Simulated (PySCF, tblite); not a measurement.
# CH5N: changes of charge, part 2 of 2

tblite 0.8.0 and PySCF 2.14.0. Atoms count from 0. The steps go on from the part before.

## 15. Changes of charge: CCSD(T)/ma-def2-TZVP

This step combines the energies above: geometries from PBE0-D3(BJ)/def2-SVP, zero-point and thermal terms from PBE0-D3(BJ)/def2-SVP.

What the job is given:

```
{"job": {"kind": "rx", "dirs": [1], "geom": {"xc": "PBE0", "basis": "def2-SVP", "d3": "d3bj", "grid": 1}, "hess": 1, "level": {"xc": "CCSD(T)", "basis": "ma-def2-TZVP"}}, "charge": 0, "multiplicity": 1}
C     -0.551264     0.092027    -0.038787
N      0.865088    -0.068764    -0.286190
H     -1.123929    -0.589768    -0.687920
H     -0.863863     1.113536    -0.308995
H     -0.891357    -0.087770     1.003381
H      1.164729    -1.010593    -0.043493
H      1.403996     0.558845     0.306577
```

Output (the driver's rows laid out field by field):

```text
ionisation and electron attachment, CCSD(T)/ma-def2-TZVP // PBE0-D3(BJ)/def2-SVP

row 1
  change                  oxidation
  charge                  1
  multiplicity            2
  vertical_ev             9.6371
  vertical_s2             0.762
  formula                 CH5N
  smiles                  C[NH2+]
  kept                    yes
  pieces                  1
  point_group             C1
  faults                  imaginary_mode
  adiabatic_electronic_ev 8.9574
  adiabatic_ev            8.8804
  free_energy_ev          8.8456
  s2                      0.766
  bonds_moved             0 1 1.447 1.403; 0 3 1.102 1.118; 1 6 1.018 1.028; 1 5 1.018 1.027
  spin_on                 1 N 1.064; 0 C -0.095
  charge_moved            1 N 0.533; 5 H 0.12; 6 H 0.118; 4 H 0.118
  vertical_back_ev        8.5969
  relaxation_parent_ev    0.3604
  relaxation_ion_ev       0.6797
  reorganisation_ev       1.0401
```

It took 2 min on 1 thread of Intel Xeon 6975P-C, shared host; peak memory 4.3 GiB.

Energy taken up on oxidation, or given off on reduction (eV; adiabatic with zero-point energy):

| change | product | vertical | adiabatic | free energy | reorganisation | ⟨S²⟩ |
| --- | --- | --- | --- | --- | --- | --- |
| oxidation (multiplicity 2) | C[NH2+] | 9.64 | 8.88 | 8.85 | 1.04 | 0.77 |

On oxidation to multiplicity 2 charge changes most on N1 (+0.53 e), H5 (+0.12 e), H6 (+0.12 e); the spin sits on N1 (1.06), C0 (-0.10); the bond C0–N1 goes from 1.447 to 1.403 Å.

The driver flags rows whose values are rough: an imaginary mode (oxidation).

## 16. Single point (CH₅N): wavefunction

Geometry: PBE0-D3(BJ)/def2-SVP.

What the job is given:

```
{"job": {"kind": "sp", "xc": "MP2", "basis": "ma-def2-TZVP", "grid": 2}, "charge": 0, "multiplicity": 1}
C     -0.551264     0.092027    -0.038787
N      0.865088    -0.068764    -0.286190
H     -1.123929    -0.589768    -0.687920
H     -0.863863     1.113536    -0.308995
H     -0.891357    -0.087770     1.003381
H      1.164729    -1.010593    -0.043493
H      1.403996     0.558845     0.306577
```

With the program's defaults for keys left out, this is: wavefunction single point, frozen core, gas phase.

Standard output:

```text
final grid: 49064 points
cycle   1  E = -95.2313642716  dE =  3.828e-02  |g| = 2.783e-01  |ddm| = 1.548e+00
cycle   2  E = -95.2519704247  dE = -2.061e-02  |g| = 8.395e-02  |ddm| = 2.936e-01
cycle   3  E = -95.2536658343  dE = -1.695e-03  |g| = 3.026e-02  |ddm| = 7.430e-02
cycle   4  E = -95.2539237144  dE = -2.579e-04  |g| = 6.426e-03  |ddm| = 2.231e-02
cycle   5  E = -95.2539391264  dE = -1.541e-05  |g| = 1.788e-03  |ddm| = 8.059e-03
cycle   6  E = -95.2539410105  dE = -1.884e-06  |g| = 6.407e-04  |ddm| = 3.226e-03
cycle   7  E = -95.2539413000  dE = -2.895e-07  |g| = 2.010e-04  |ddm| = 1.353e-03
cycle   8  E = -95.2539413406  dE = -4.067e-08  |g| = 3.838e-05  |ddm| = 5.333e-04
cycle   9  E = -95.2539413420  dE = -1.383e-09  |g| = 8.225e-06  |ddm| = 1.470e-04
converged SCF energy = -95.2539413420
E(HF, exact integrals) = -95.2539560451
E(MP2) = -95.6443562034
```

Wall time 0.92 s (1 thread of Intel Xeon 6975P-C, shared host); peak memory 0.44 GiB.

## 17. Single point (CH₅N+ (doublet)): wavefunction

Geometry: PBE0-D3(BJ)/def2-SVP, that of another charge or spin state.

Settings changed since step 16:

```diff
@@ -1,2 +1,2 @@
-{"job": {"kind": "sp", "xc": "MP2", "basis": "ma-def2-TZVP", "grid": 2}, "charge": 0, "multiplicity": 1}
+{"job": {"kind": "sp", "xc": "MP2", "basis": "ma-def2-TZVP", "grid": 2}, "charge": 1, "multiplicity": 2}
 C     -0.551264     0.092027    -0.038787
```

Method: wavefunction single point, frozen core, gas phase.

Standard output:

```text
final grid: 49064 points
cycle   1  E = -94.9237820100  dE = -6.031e-02  |g| = 1.843e-01  |ddm| = 3.281e-01
cycle   2  E = -94.9386934433  dE = -1.491e-02  |g| = 9.732e-02  |ddm| = 1.336e-01
cycle   3  E = -94.9433866886  dE = -4.693e-03  |g| = 2.658e-02  |ddm| = 5.159e-02
cycle   4  E = -94.9451760860  dE = -1.789e-03  |g| = 1.084e-02  |ddm| = 4.509e-02
cycle   5  E = -94.9454440243  dE = -2.679e-04  |g| = 4.881e-03  |ddm| = 1.833e-02
cycle   6  E = -94.9454888563  dE = -4.483e-05  |g| = 1.697e-03  |ddm| = 9.180e-03
cycle   7  E = -94.9454933930  dE = -4.537e-06  |g| = 6.876e-04  |ddm| = 3.176e-03
cycle   8  E = -94.9454940879  dE = -6.949e-07  |g| = 2.221e-04  |ddm| = 1.025e-03
cycle   9  E = -94.9454941850  dE = -9.706e-08  |g| = 6.107e-05  |ddm| = 4.382e-04
cycle  10  E = -94.9454941917  dE = -6.710e-09  |g| = 2.336e-05  |ddm| = 1.062e-04
converged SCF energy = -94.9454941917
E(HF, exact integrals) = -94.9454972312
E(MP2) = -95.2841416564
```

It took 1.4 s on 1 thread of Intel Xeon 6975P-C, shared host; peak memory 0.44 GiB.

## 18. Single point (CH5N): wavefunction

Geometry: PBE0-D3(BJ)/def2-SVP, that of another charge or spin state.

What the job is given:

```
{"job": {"kind": "sp", "xc": "MP2", "basis": "ma-def2-TZVP", "grid": 2}, "charge": 0, "multiplicity": 1}
C     -0.583523     0.092329    -0.033803
N      0.804754    -0.110259    -0.006619
H     -1.112519    -0.748239    -0.496823
H     -0.795878     1.033772    -0.598835
H     -0.953748     0.315329     0.988330
H      1.255886    -0.894374    -0.493561
H      1.429952     0.537344     0.489400
```

Level: wavefunction single point, frozen core, gas phase.

Standard output:

```text
final grid: 49064 points
cycle   1  E = -95.2211250757  dE =  8.137e-02  |g| = 2.564e-01  |ddm| = 1.579e+00
cycle   2  E = -95.2389236670  dE = -1.780e-02  |g| = 7.978e-02  |ddm| = 1.988e-01
cycle   3  E = -95.2404194462  dE = -1.496e-03  |g| = 3.224e-02  |ddm| = 6.257e-02
cycle   4  E = -95.2406744873  dE = -2.550e-04  |g| = 4.535e-03  |ddm| = 2.154e-02
cycle   5  E = -95.2406811291  dE = -6.642e-06  |g| = 1.454e-03  |ddm| = 5.028e-03
cycle   6  E = -95.2406818992  dE = -7.701e-07  |g| = 2.747e-04  |ddm| = 1.525e-03
cycle   7  E = -95.2406819406  dE = -4.141e-08  |g| = 5.983e-05  |ddm| = 4.774e-04
cycle   8  E = -95.2406819435  dE = -2.914e-09  |g| = 1.047e-05  |ddm| = 1.395e-04
converged SCF energy = -95.2406819435
E(HF, exact integrals) = -95.2406986825
E(MP2) = -95.6319119437
```

Run time: 0.9 s. Hardware: 1 thread of Intel Xeon 6975P-C, shared host; peak memory 0.44 GiB.

## 19. Single point (CH5N+ (doublet), C[NH2+]): wavefunction

Geometry: PBE0-D3(BJ)/def2-SVP.

Settings changed since step 18:

```diff
@@ -1,2 +1,2 @@
-{"job": {"kind": "sp", "xc": "MP2", "basis": "ma-def2-TZVP", "grid": 2}, "charge": 0, "multiplicity": 1}
+{"job": {"kind": "sp", "xc": "MP2", "basis": "ma-def2-TZVP", "grid": 2}, "charge": 1, "multiplicity": 2}
 C     -0.583523     0.092329    -0.033803
```

Level: wavefunction single point, frozen core, gas phase.

Standard output:

```text
final grid: 49064 points
cycle   1  E = -94.9502267132  dE = -5.792e-02  |g| = 1.823e-01  |ddm| = 3.092e-01
cycle   2  E = -94.9644023160  dE = -1.418e-02  |g| = 9.454e-02  |ddm| = 1.275e-01
cycle   3  E = -94.9687216235  dE = -4.319e-03  |g| = 2.598e-02  |ddm| = 4.782e-02
cycle   4  E = -94.9703496414  dE = -1.628e-03  |g| = 9.595e-03  |ddm| = 4.397e-02
cycle   5  E = -94.9705449370  dE = -1.953e-04  |g| = 3.911e-03  |ddm| = 1.523e-02
cycle   6  E = -94.9705694949  dE = -2.456e-05  |g| = 1.227e-03  |ddm| = 6.244e-03
cycle   7  E = -94.9705715594  dE = -2.064e-06  |g| = 4.805e-04  |ddm| = 2.059e-03
cycle   8  E = -94.9705719045  dE = -3.451e-07  |g| = 1.616e-04  |ddm| = 7.121e-04
cycle   9  E = -94.9705719537  dE = -4.922e-08  |g| = 3.727e-05  |ddm| = 3.217e-04
cycle  10  E = -94.9705719559  dE = -2.155e-09  |g| = 1.167e-05  |ddm| = 7.114e-05
converged SCF energy = -94.9705719559
E(HF, exact integrals) = -94.9705754542
E(MP2) = -95.3093446881
```

It took 1.4 s on 1 thread of Intel Xeon 6975P-C, shared host; peak memory 0.44 GiB.

## 20. Changes of charge: MP2/ma-def2-TZVP

This step combines the energies above: geometries from PBE0-D3(BJ)/def2-SVP, zero-point and thermal terms from PBE0-D3(BJ)/def2-SVP.

What the job is given:

```
{"job": {"kind": "rx", "dirs": [1], "geom": {"xc": "PBE0", "basis": "def2-SVP", "d3": "d3bj", "grid": 1}, "hess": 1, "level": {"xc": "MP2", "basis": "ma-def2-TZVP"}}, "charge": 0, "multiplicity": 1}
C     -0.551264     0.092027    -0.038787
N      0.865088    -0.068764    -0.286190
H     -1.123929    -0.589768    -0.687920
H     -0.863863     1.113536    -0.308995
H     -0.891357    -0.087770     1.003381
H      1.164729    -1.010593    -0.043493
H      1.403996     0.558845     0.306577
```

Output (the driver's rows laid out field by field):

```text
ionisation and electron attachment, MP2/ma-def2-TZVP // PBE0-D3(BJ)/def2-SVP

row 1
  change                  oxidation
  charge                  1
  multiplicity            2
  vertical_ev             9.8019
  vertical_s2             0.762
  formula                 CH5N
  smiles                  C[NH2+]
  kept                    yes
  pieces                  1
  point_group             C1
  faults                  imaginary_mode
  adiabatic_electronic_ev 9.1161
  adiabatic_ev            9.0391
  free_energy_ev          9.0044
  s2                      0.766
  bonds_moved             0 1 1.447 1.403; 0 3 1.102 1.118; 1 6 1.018 1.028; 1 5 1.018 1.027
  spin_on                 1 N 1.064; 0 C -0.095
  charge_moved            1 N 0.533; 5 H 0.12; 6 H 0.118; 4 H 0.118
  vertical_back_ev        8.7775
  relaxation_parent_ev    0.3386
  relaxation_ion_ev       0.6858
  reorganisation_ev       1.0244
```

Wall time 4.8 s (1 thread of Intel Xeon 6975P-C, shared host); peak memory 0.44 GiB.

Energy taken up on oxidation, or given off on reduction (eV; adiabatic with zero-point energy):

| change | product | vertical | adiabatic | free energy | reorganisation | ⟨S²⟩ |
| --- | --- | --- | --- | --- | --- | --- |
| oxidation (multiplicity 2) | C[NH2+] | 9.80 | 9.04 | 9.00 | 1.02 | 0.77 |

On oxidation to multiplicity 2 charge changes most on N1 (+0.53 e), H5 (+0.12 e), H6 (+0.12 e); the spin sits on N1 (1.06), C0 (-0.10); the bond C0–N1 goes from 1.447 to 1.403 Å.

The driver flags rows whose values are rough: an imaginary mode (oxidation).

## 21. Single point (CH₅N): HF/ma-def2-TZVP

Geometry: PBE0-D3(BJ)/def2-SVP.

What the job is given:

```
{"job": {"kind": "sp", "xc": "HF", "basis": "ma-def2-TZVP", "grid": 2}, "charge": 0, "multiplicity": 1}
C     -0.551264     0.092027    -0.038787
N      0.865088    -0.068764    -0.286190
H     -1.123929    -0.589768    -0.687920
H     -0.863863     1.113536    -0.308995
H     -0.891357    -0.087770     1.003381
H      1.164729    -1.010593    -0.043493
H      1.403996     0.558845     0.306577
```

Standard output:

```text
final grid: 49064 points
cycle   1  E = -95.2313642716  dE =  3.828e-02  |g| = 2.783e-01  |ddm| = 1.548e+00
cycle   2  E = -95.2519704247  dE = -2.061e-02  |g| = 8.395e-02  |ddm| = 2.936e-01
cycle   3  E = -95.2536658343  dE = -1.695e-03  |g| = 3.026e-02  |ddm| = 7.430e-02
cycle   4  E = -95.2539237144  dE = -2.579e-04  |g| = 6.426e-03  |ddm| = 2.231e-02
cycle   5  E = -95.2539391264  dE = -1.541e-05  |g| = 1.788e-03  |ddm| = 8.059e-03
cycle   6  E = -95.2539410105  dE = -1.884e-06  |g| = 6.407e-04  |ddm| = 3.226e-03
cycle   7  E = -95.2539413000  dE = -2.895e-07  |g| = 2.010e-04  |ddm| = 1.353e-03
cycle   8  E = -95.2539413406  dE = -4.067e-08  |g| = 3.838e-05  |ddm| = 5.333e-04
cycle   9  E = -95.2539413420  dE = -1.383e-09  |g| = 8.225e-06  |ddm| = 1.470e-04
converged SCF energy = -95.2539413420
```

Run time: 0.21 s. Hardware: 1 thread of Intel Xeon 6975P-C, shared host.

## 22. Single point (CH₅N+ (doublet)): HF/ma-def2-TZVP

Geometry: PBE0-D3(BJ)/def2-SVP, that of another charge or spin state.

Settings changed since step 21:

```diff
@@ -1,2 +1,2 @@
-{"job": {"kind": "sp", "xc": "HF", "basis": "ma-def2-TZVP", "grid": 2}, "charge": 0, "multiplicity": 1}
+{"job": {"kind": "sp", "xc": "HF", "basis": "ma-def2-TZVP", "grid": 2}, "charge": 1, "multiplicity": 2}
 C     -0.551264     0.092027    -0.038787
```

Standard output:

```text
final grid: 49064 points
cycle   1  E = -94.9237820100  dE = -6.031e-02  |g| = 1.843e-01  |ddm| = 3.281e-01
cycle   2  E = -94.9386934433  dE = -1.491e-02  |g| = 9.732e-02  |ddm| = 1.336e-01
cycle   3  E = -94.9433866886  dE = -4.693e-03  |g| = 2.658e-02  |ddm| = 5.159e-02
cycle   4  E = -94.9451760860  dE = -1.789e-03  |g| = 1.084e-02  |ddm| = 4.509e-02
cycle   5  E = -94.9454440243  dE = -2.679e-04  |g| = 4.881e-03  |ddm| = 1.833e-02
cycle   6  E = -94.9454888563  dE = -4.483e-05  |g| = 1.697e-03  |ddm| = 9.180e-03
cycle   7  E = -94.9454933930  dE = -4.537e-06  |g| = 6.876e-04  |ddm| = 3.176e-03
cycle   8  E = -94.9454940879  dE = -6.949e-07  |g| = 2.221e-04  |ddm| = 1.025e-03
cycle   9  E = -94.9454941850  dE = -9.706e-08  |g| = 6.107e-05  |ddm| = 4.382e-04
cycle  10  E = -94.9454941917  dE = -6.710e-09  |g| = 2.336e-05  |ddm| = 1.062e-04
converged SCF energy = -94.9454941917
```

It took 0.28 s on 1 thread of Intel Xeon 6975P-C, shared host.

## 23. Single point (CH5N): HF/ma-def2-TZVP

Geometry: PBE0-D3(BJ)/def2-SVP, that of another charge or spin state.

What the job is given:

```
{"job": {"kind": "sp", "xc": "HF", "basis": "ma-def2-TZVP", "grid": 2}, "charge": 0, "multiplicity": 1}
C     -0.583523     0.092329    -0.033803
N      0.804754    -0.110259    -0.006619
H     -1.112519    -0.748239    -0.496823
H     -0.795878     1.033772    -0.598835
H     -0.953748     0.315329     0.988330
H      1.255886    -0.894374    -0.493561
H      1.429952     0.537344     0.489400
```

Standard output:

```text
final grid: 49064 points
cycle   1  E = -95.2211250757  dE =  8.137e-02  |g| = 2.564e-01  |ddm| = 1.579e+00
cycle   2  E = -95.2389236670  dE = -1.780e-02  |g| = 7.978e-02  |ddm| = 1.988e-01
cycle   3  E = -95.2404194462  dE = -1.496e-03  |g| = 3.224e-02  |ddm| = 6.257e-02
cycle   4  E = -95.2406744873  dE = -2.550e-04  |g| = 4.535e-03  |ddm| = 2.154e-02
cycle   5  E = -95.2406811291  dE = -6.642e-06  |g| = 1.454e-03  |ddm| = 5.028e-03
cycle   6  E = -95.2406818992  dE = -7.701e-07  |g| = 2.747e-04  |ddm| = 1.525e-03
cycle   7  E = -95.2406819406  dE = -4.141e-08  |g| = 5.983e-05  |ddm| = 4.774e-04
cycle   8  E = -95.2406819435  dE = -2.914e-09  |g| = 1.047e-05  |ddm| = 1.395e-04
converged SCF energy = -95.2406819435
```

It took 0.2 s on 1 thread of Intel Xeon 6975P-C, shared host.

## 24. Single point (CH5N+ (doublet), C[NH2+]): HF/ma-def2-TZVP

Geometry: PBE0-D3(BJ)/def2-SVP.

Settings changed since step 23:

```diff
@@ -1,2 +1,2 @@
-{"job": {"kind": "sp", "xc": "HF", "basis": "ma-def2-TZVP", "grid": 2}, "charge": 0, "multiplicity": 1}
+{"job": {"kind": "sp", "xc": "HF", "basis": "ma-def2-TZVP", "grid": 2}, "charge": 1, "multiplicity": 2}
 C     -0.583523     0.092329    -0.033803
```

Standard output:

```text
final grid: 49064 points
cycle   1  E = -94.9502267132  dE = -5.792e-02  |g| = 1.823e-01  |ddm| = 3.092e-01
cycle   2  E = -94.9644023160  dE = -1.418e-02  |g| = 9.454e-02  |ddm| = 1.275e-01
cycle   3  E = -94.9687216235  dE = -4.319e-03  |g| = 2.598e-02  |ddm| = 4.782e-02
cycle   4  E = -94.9703496414  dE = -1.628e-03  |g| = 9.595e-03  |ddm| = 4.397e-02
cycle   5  E = -94.9705449370  dE = -1.953e-04  |g| = 3.911e-03  |ddm| = 1.523e-02
cycle   6  E = -94.9705694949  dE = -2.456e-05  |g| = 1.227e-03  |ddm| = 6.244e-03
cycle   7  E = -94.9705715594  dE = -2.064e-06  |g| = 4.805e-04  |ddm| = 2.059e-03
cycle   8  E = -94.9705719045  dE = -3.451e-07  |g| = 1.616e-04  |ddm| = 7.121e-04
cycle   9  E = -94.9705719537  dE = -4.922e-08  |g| = 3.727e-05  |ddm| = 3.217e-04
cycle  10  E = -94.9705719559  dE = -2.155e-09  |g| = 1.167e-05  |ddm| = 7.114e-05
converged SCF energy = -94.9705719559
```

It took 0.28 s on 1 thread of Intel Xeon 6975P-C, shared host.

## 25. Changes of charge: HF/ma-def2-TZVP

This step combines the energies above: geometries from PBE0-D3(BJ)/def2-SVP, zero-point and thermal terms from PBE0-D3(BJ)/def2-SVP.

What the job is given:

```
{"job": {"kind": "rx", "dirs": [1], "geom": {"xc": "PBE0", "basis": "def2-SVP", "d3": "d3bj", "grid": 1}, "hess": 1, "level": {"xc": "HF", "basis": "ma-def2-TZVP"}}, "charge": 0, "multiplicity": 1}
C     -0.551264     0.092027    -0.038787
N      0.865088    -0.068764    -0.286190
H     -1.123929    -0.589768    -0.687920
H     -0.863863     1.113536    -0.308995
H     -0.891357    -0.087770     1.003381
H      1.164729    -1.010593    -0.043493
H      1.403996     0.558845     0.306577
```

Output (the driver's rows laid out field by field):

```text
ionisation and electron attachment, HF/ma-def2-TZVP // PBE0-D3(BJ)/def2-SVP

row 1
  change                  oxidation
  charge                  1
  multiplicity            2
  vertical_ev             8.3933
  vertical_s2             0.762
  formula                 CH5N
  smiles                  C[NH2+]
  kept                    yes
  pieces                  1
  point_group             C1
  faults                  imaginary_mode
  adiabatic_electronic_ev 7.7109
  adiabatic_ev            7.6339
  free_energy_ev          7.5992
  s2                      0.766
  bonds_moved             0 1 1.447 1.403; 0 3 1.102 1.118; 1 6 1.018 1.028; 1 5 1.018 1.027
  spin_on                 1 N 1.064; 0 C -0.095
  charge_moved            1 N 0.533; 5 H 0.12; 6 H 0.118; 4 H 0.118
  vertical_back_ev        7.3501
  relaxation_parent_ev    0.3608
  relaxation_ion_ev       0.6824
  reorganisation_ev       1.0432
```

It took 1.1 s on 1 thread of Intel Xeon 6975P-C, shared host.

Energy taken up on oxidation, or given off on reduction (eV; adiabatic with zero-point energy):

| change | product | vertical | adiabatic | free energy | reorganisation | ⟨S²⟩ |
| --- | --- | --- | --- | --- | --- | --- |
| oxidation (multiplicity 2) | C[NH2+] | 8.39 | 7.63 | 7.60 | 1.04 | 0.77 |

On oxidation to multiplicity 2 charge changes most on N1 (+0.53 e), H5 (+0.12 e), H6 (+0.12 e); the spin sits on N1 (1.06), C0 (-0.10); the bond C0–N1 goes from 1.447 to 1.403 Å.

The driver flags rows whose values are rough: an imaginary mode (oxidation).

## 26. Outcome

What follows sums up all 2 parts.

```
                                         quantity                                value
        strongest single infrared mode (GFN2-xTB)                 916 cm⁻¹, 149 km/mol
                     zero-point energy (GFN2-xTB)                        39.2 kcal/mol
                                      point group                                   Cs
             rotational constants (main isotopes)             102.97, 23.03, 22.13 GHz
ionisation energy (CAM-B3LYP-D3(BJ)/ma-def2-TZVP)  vertical 9.69 eV, adiabatic 8.90 eV
         ionisation energy (CCSD(T)/ma-def2-TZVP)  vertical 9.64 eV, adiabatic 8.88 eV
             ionisation energy (MP2/ma-def2-TZVP)  vertical 9.80 eV, adiabatic 9.04 eV
              ionisation energy (HF/ma-def2-TZVP)  vertical 8.39 eV, adiabatic 7.63 eV
```

No mode is imaginary among the 15: a minimum at this level. The strongest single mode, at 916 cm⁻¹, is carried by H6, H5, N1, H4. GFN2-xTB is a fitted tight-binding method: band positions and strengths are rough. Its intensities can rank the bands wrongly. Over 2 steps the energy fell by 0.016 eV; of the close pairs, C0–H2 changed most, 1.089 to 1.102 Å (PBE0/def2-SVP). At CAM-B3LYP-D3(BJ)/ma-def2-TZVP, relaxation with the zero-point term after oxidation moves the energy taken up from 9.69 eV (vertical) to 8.90 eV (adiabatic, with zero-point energy). The driver flags rows whose values are rough: an imaginary mode (oxidation).
